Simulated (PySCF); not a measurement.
CHN, SMILES N#C (PBE0/def2-SVP optimised geometry):

```
3

C      0.037     0.000     0.000
N     -1.117     0.000     0.000
H      1.117     0.000     0.000
```

Method: PBE0/def2-TZVP (PySCF).

### Question
What are the frontier orbital energies and the dipole moment?

### Answer
HOMO-2 -10.97 eV, HOMO-1 -10.38 eV, HOMO -10.38 eV, LUMO 0.25 eV, LUMO+1 0.25 eV; dipole moment 3.05 D.

Meta-Löwdin charges at PBE0/def2-TZVP: C1 -0.02, N2 -0.17, H3 0.19.
